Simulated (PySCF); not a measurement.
**BO+: from the state search to spectroscopic constants**

Aim: find the lowest electronic state of BO+, scan its bond at several levels of theory, and get bond length, wavenumber and dissociation energy from each curve.

Computed with PySCF 2.14.0. Level: B cc-pVDZ, O cc-pVDZ, no relativity.

## Step 1: Set-up

A driver script around PySCF takes these settings:

```json
{
 "atoms": "B, O",
 "charge": "1",
 "basis": "B cc-pVDZ, O cc-pVDZ",
 "Hamiltonian": "no relativity",
 "basis functions": "28",
 "electrons treated": "12",
 "masses in u": "11.0093, 15.9949",
 "levels": "PBE0, PBE, r²SCAN, PBEsol, M06-2X, M06-L, HSE06, HF, MP2, SCS-MP2, CCSD, CCSD(T)",
 "grid": "80 radial by 434 angular points",
 "occupations": "held fixed by the projection of orbital angular momentum",
 "dissociation limit": "B+ + O, each in its ground configuration",
 "starting distance in angstrom": "1.515",
 "values of 2S to try": "0, 2"
}
```

Launch:

```console
> OMP_NUM_THREADS=1 python dia.py task.json out
```

Further steps of the session: The PBE0 curve of the state that the search chose; Higher solutions at PBE0; PBE (GGA); r²SCAN (meta-GGA); PBEsol; M06-2X; M06-L (meta-GGA); HSE06 (range-separated hybrid); RHF (mean field); MP2 and coupled cluster.

Q: Predict the outcome of this session. Wanted: for each run, Re; ωe; De; μ.

The runs gave:

Lowest PBE0 solution found, without spin–orbit coupling: ¹Σ⁺ (singlet), closed shell. State 2 has its PBE0 minimum 0.13 eV higher. State 3 has its PBE0 minimum 0.24 eV higher, as a spin-mixed determinant (⟨S²⟩ = 1.01), so this is no gap between pure states. The other levels ran on the lowest alone.

```csv
level,Re (Å),ωe (cm⁻¹),De (eV),μ (D)
RHF,1.157,2203,0.362,-6.67
RHF-CCSD,1.206,1882,2.57,n/a
RHF-CCSD(T),1.225,1725,2.94,n/a
PBE,1.214,1833,4.61,-5.32
PBEsol,1.212,1849,4.97,-5.37
r²SCAN,1.202,1893,4.10,-5.69
M06-L,1.194,1973,4.21,-5.83
PBE0,1.193,1944,3.74,-5.80
HSE06,1.193,1940,3.72,-5.79
M06-2X,1.184,2011,3.55,-5.99
```

De is counted to B+ + O in their ground configurations. A positive dipole points from B to O; in an ion it is taken about the centre of mass and does not tell which atom is negative. No constants: RHF-MP2 (the points don't follow one smooth fit); RHF-SCS-MP2 (the points don't follow one smooth fit).

In words: The methods spread over 0.068 Å in bond length, from RHF to RHF-CCSD(T). Of the levels with a De here, RHF gives the least (0.362 eV) and PBEsol the most (4.97 eV).

Correlated steps freeze 2 core orbitals. T1 is 0.056 near the minimum (highest on the curve 0.058), which may point to more than one leading configuration.
